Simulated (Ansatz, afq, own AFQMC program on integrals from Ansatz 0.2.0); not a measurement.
**CN⁺, triplet in 6-31G, levels against full CI**

```yaml
atoms:
  - { symbol: N, position_ang: [0.0000, 0.0000, 0.0000] }
  - { symbol: C, position_ang: [0.0000, 0.0000, 1.1601] }
```

Basis 6-31G. Only valence electrons are correlated. Integrals, coupled cluster, full CI and functionals: Ansatz 0.2.0; the random walks run on the same integrals in our own AFQMC program. ph-AFQMC/CISD is guided by a CISD state made of CCSD amplitudes; releasing the constraint for a short imaginary time cuts its bias at the price of noise, slowly where states lie close. Uncertainties: one standard error, sampling alone.

Determinant: UHF, the one that the program's search chose, which needn't be the lowest solution. The geometry is a PBE0/def2-TZVP stationary point of this or a neighbouring charge and spin state.

Full CI on the same integrals is exact in this basis and with this determinant's frozen core.

Cautions: another spin lies lower (by 971 meV); strong correlation (T1 0.072, weight of the determinant 0.83, largest double 0.13); unrestricted determinant spin contaminated (⟨S²⟩ 2.18 against 2.00); in a space of 8 electrons in 9 natural orbitals full CI finds another state of this spin 18 meV below the state of CCSD(T); in a space of 8 electrons in 9 natural orbitals full CI finds another state of this spin 14 meV below the state of CCSDT(Q); in a space of 8 electrons in 9 natural orbitals full CI finds another state of this spin 14 meV below the state of CCSDTQ; the released energies have errors that jump between times, so the bars are unsure, so no released level is given (meV from the phaseless value at times in 1/Eh: -19 ± 3 at 0.24, -2321 ± 2290 at 0.51, 53 ± 99 at 0.99, -63 ± 7 at 1.62, -58 ± 3 at 2.40).

The T1 diagnostic is 0.0716 and the weight of the determinant in the CISD state is 0.829. The ⟨S²⟩ of the determinant is 2.180. The size of the correlated space is 8 electrons in 16 orbitals.

```csv
level,correlation energy (eV)
MP2,-3.4175
CCSD,-4.2774
CCSD(T),-4.4049
```

Q: Estimate where phaseless AFQMC with the Hartree–Fock trial lies against CCSD(T) on the same integrals.

A: 0.57 ± 0.50 kcal/mol below CCSD(T). The gap is under twice the noise, so this walk alone can't tell the two apart.

Reference: full CI, correlation energy -4.490 eV. The cautions show a poor starting determinant, so the rows tell how each method copes with it here, and full CI is the sure value.

```
        level  E − E(reference) (kcal/mol)  share of correlation (%)
      CCSD(T)                         1.96                     98.10
        CCSDT                         0.61                     99.41
     CCSDT(Q)                        -0.05                    100.05
       CCSDTQ                         0.06                     99.94
  ph-AFQMC/HF                  1.39 ± 0.50                     98.65
ph-AFQMC/CISD                  1.06 ± 0.06                     98.98
```

CCSDT and higher add their correlation energy to the determinant of the CCSD(T) run, since their own runs factorise the integrals more tightly (a shift of under 2 meV). A walk keeps the symmetry of its determinant, which the program's search chose and which needn't be the lowest solution, so a lower state of the same spin and another symmetry isn't excluded.
